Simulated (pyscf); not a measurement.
Thermochemistry of product channels of `[O]=[PH]` + `[SiH4]` on the singlet surface, in eV, from ωB97M-D3(BJ)/def2-TZVP energies (ideal gas, 1 atm, RRHO with modes under 100 cm⁻¹ raised to 100, one conformer, R ln 2 for rigid chiral ones). PySCF, gas phase, ωB97X-D3(BJ)/def2-SVP geometries.

| products | ΔE | ΔH(298 K) | ΔG(600 K) | ΔG(900 K) |
|---|---|---|---|---|
| `[OH][PH][SiH3]` | -1.32 | -1.15 | -0.38 | … |
| `[O]=[P][SiH3]` + `[H][H]` | … | +0.26 | +0.29 | +0.26 |

**Question.** Complete the blanks.

**Answer.** 
- `[OH][PH][SiH3]`, ΔG(900 K): -0.02
- `[O]=[P][SiH3]` + `[H][H]`, ΔE: +0.30

The channel to HO–PH–SiH₃ turns unfavourable between 298 and 1200 K (ΔG from -0.76 eV to +0.32 eV).

These are energies of the channels, which say nothing of barriers. HO–PH–SiH₃ lies 1.18 eV over its isomer HO–SiH₂–PH₂, and others may lie lower still (electronic energy, ωB97M-D3(BJ)). O=P–SiH₃ lies 1.18 eV over its isomer HO–SiH=PH, and others may lie lower still (electronic energy, ωB97M-D3(BJ)).
